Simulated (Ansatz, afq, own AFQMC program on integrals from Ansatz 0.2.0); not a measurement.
Two steps: Ansatz 0.2.0 writes the Fock matrix and Cholesky factors of the valence space, and afq projects on them the lowest state that overlaps trial and start.

```yaml
crystal:
  periodic: [false, false, false]
  atoms:
    - {symbol: Al, position_ang: [0.000000, 0.000000, 0.187600]}
    - {symbol: P, position_ang: [0.000000, 0.000000, -1.956600]}
    - {symbol: H, position_ang: [0.000000, 0.000000, 1.769000]}
basis:
  gaussian: {orbitals: 6-31G}
total_charge: 1
magnetization: {spin_polarized: false}
correlation: {method: ccsd_t, electrons: outside_noble_gas, hamiltonian_folder: ham}
```

```sh
$ ansatz run in.yaml --threads 1 --pin off --events-out ev --progress --plain --max-ram 24576MiB --backend cuda --devices 0, --max-vram 18GiB
```

afq runs on the folder ham with

```
--method free --trial cisd --walkers 4000 --time-step 0.03 --max-blocks 4000 --target-error 0.00034 --factor-cut 1e-05 --seed 4593 --times 0,0.3,0.6,1.2,1.8,2.4,3.6,4.8,6 --taylor-order 8
```

Times are imaginary, in 1/Eh. The walk had a cap of 61 s.

Log:

```
orbitals 18  electrons 4 4  factors 103 of 310
reference energy -582.80048825 Eh
CCSD correlation -0.08640858 Eh in 15 cycles, weight of the determinant in the CISD state 0.8620
repeat  energy at the last time / Eh  error
    10  -582.891314  0.000084
    20  -582.891284  0.000079
    30  -582.891320  0.000059
time / (1/Eh)  energy / Eh  error  mean overlap
  0.00  -582.886900  0.000021  1.1609
  0.30  -582.888219  0.000020  1.1630
  0.60  -582.889065  0.000018  1.1648
  1.20  -582.890042  0.000025  1.1659
  1.80  -582.890515  0.000031  1.1682
  2.40  -582.890831  0.000040  1.1728
  3.60  -582.891066  0.000045  1.1807
  4.80  -582.891214  0.000065  1.1877
  6.00  -582.891319  0.000057  1.1975
energy -582.891319 +/- 0.000057 Eh
```

The run failed at least one of its tests; the cautions name the faults.

Against this walk (error 1.6 meV) on the same determinant: CCSD(T) 36.8 meV higher, CCSDT(Q) 98.7 meV lower, CCSDTQ 93.8 meV lower, full CI 94.4 meV lower. The error is statistical, and a free projection of finite length keeps a remainder of its start. The projection is still falling at its last time (meV from the last point: 21.9 ± 0.8 at 1.80, 13.3 ± 1.1 at 2.40, 6.9 ± 1.2 at 3.60, 2.8 ± 1.8 at 4.80, 0.0 ± 1.6 at 6.00), so its energy is a cut-off value, and the gaps above aren't errors of the other methods. Full CI is exact here, so the walk's 94 meV above it is the walk's own error: what remains of the start. The determinant is a poor start (see the cautions), so the low cluster orders aren't to be relied on, and full CI is the sure value.

Cautions: remainder of the start not in the error; start not forgotten; another spin lies lower; restricted determinant unstable towards unrestricted (UHF 1.09 eV lower, ⟨S²⟩ 1.00); strong correlation (T1 0.023, weight of the determinant 0.86, largest double 0.24); the CCSDT(Q) amplitudes may be one of several solutions (largest double 0.87); the CCSDTQ amplitudes may be one of several solutions (largest double 0.94); the determinant fills πx and πy unequally, so it mixes two states of the linear molecule, and each level undoes that mixture to a different degree, while full CI gives the lower state; CCSDTQ on the UHF determinant differs (1.06 eV lower), perhaps since the unrestricted series falls towards higher spin.

The walk took 7.2 s on 1 × NVIDIA H100 80GB HBM3 with 2 threads of AMD EPYC 7R13 Processor (Zen 3), with other jobs on the host (the card was shared). The log's last line is the free-projection energy.

CCSDT and higher add their correlation energy to the determinant of the CCSD(T) run, since their own runs factorise the integrals more tightly (a shift of under 2 meV).
